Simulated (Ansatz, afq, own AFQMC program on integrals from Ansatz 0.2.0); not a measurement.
Integrals from Ansatz 0.2.0, then the random walk in our own AFQMC program (afq).

```yaml
crystal:
  periodic: [false, false, false]
  atoms:
    - {symbol: F, position_ang: [0.000000, 0.000000, 0.000000]}
basis:
  gaussian: {orbitals: cc-pVQZ}
magnetization: {spin_polarized: true, initial_magnetization: 1}
correlation: {method: ccsd_t, electrons: outside_noble_gas, hamiltonian_folder: ham}
```

```sh
$ ansatz run in.yaml --threads 1 --pin off --events-out ev --progress --plain --max-ram 24576MiB --backend cuda --devices 0, --max-vram 18GiB
```

afq runs on the folder ham with

```
--method phaseless --trial cisd --walkers 4000 --populations 20 --least-time 60 --time-step 0.005 --steps-per-block 50 --equilibration-blocks 28 --max-blocks 4000 --target-error 0.0001 --factor-cut 1e-05 --start spin_pure --seed 9517 --release-times 0.24,0.5,1,1.5 --release-step 0.02 --release-every 3 --taylor-order 6
```

Times are imaginary, in 1/Eh. The walk had a cap of 172 s. With eight or more populations the least sampling time is a fifth of least-time, and the error comes from their spread.

Log:

```
orbitals 54  electrons 4 3  factors 339 of 339
reference energy -99.41377013 Eh
CCSD correlation -0.23185591 Eh in 9 cycles, weight of the determinant in the CISD state 0.9632
energy of the start -99.645550 Eh
 block  time / (1/Eh)  mean weight  energy / Eh
     1     0.250  0.9996  -99.647444
     2     0.500  0.9999  -99.648999
     3     0.750  0.9994  -99.650258
     4     1.000  0.9998  -99.650616
     5     1.250  1.0005  -99.650566
     8     2.000  1.0003  -99.650501
    11     2.750  1.0003  -99.650389
    14     3.500  0.9999  -99.650083
    17     4.250  1.0001  -99.650675
    20     5.000  1.0001  -99.650400
    23     5.750  1.0001  -99.650355
    26     6.500  0.9996  -99.650411
    29     7.250  0.9998  -99.650460
    32     8.000  0.9998  -99.650156
    35     8.750  1.0009  -99.650640
    38     9.500  1.0003  -99.650533
    41    10.250  0.9999  -99.650807
    42    10.500  1.0004  -99.653213
    44    11.000  0.9989  -99.650494
    47    11.750  0.9994  -99.650686
    50    12.500  1.0004  -99.650136
    53    13.250  0.9998  -99.650222
    56    14.000  1.0002  -99.651041
    59    14.750  0.9996  -99.650138
    62    15.500  0.9996  -99.650114
    63    15.750  0.9998  -99.649810
    65    16.250  1.0005  -99.650303
    68    17.000  0.9997  -99.650396
    71    17.750  1.0004  -99.650444
    74    18.500  0.9995  -99.650742
    77    19.250  0.9999  -99.650854
    78    19.500  1.0001  -99.650328
error from the spread of 20 populations
released: time / (1/Eh)  energy / Eh  error  mean overlap
  0.24  -99.650474  0.000054  0.9951
  0.50  -99.650553  0.000043  0.9881
  1.00  -99.650564  0.000068  0.9821
  1.50  -99.650435  0.000063  0.9813
energy -99.650478 +/- 0.000070 Eh
(rows thinned)
```

The run passed its tests (sampling time, drift between the halves within three errors, error under three times the target), which doesn't prove that it has relaxed.

Against this walk (error 1.9 meV) on the same determinant: CCSD(T) 6.0 meV higher, CCSDT(Q) 1.7 meV lower (within the noise). The error is statistical and leaves out the bias of the constraint. Released to 1.50 1/Eh the energy moves by 1 ± 3 meV (both errors), within twice the noise.

Cautions: constraint bias not in the error.

The walk took 76 s on 1 × NVIDIA H100 80GB HBM3 with 2 threads of AMD EPYC 7R13 Processor (Zen 3), with other jobs on the host (the card was shared). The log's last line is the phaseless energy.

CCSDT and higher add their correlation energy to the determinant of the CCSD(T) run, since their own runs factorise the integrals more tightly (a shift of under 2 meV). A walk keeps the symmetry of its determinant, which the program's search chose and which needn't be the lowest solution, so a lower state of the same spin and another symmetry isn't excluded.
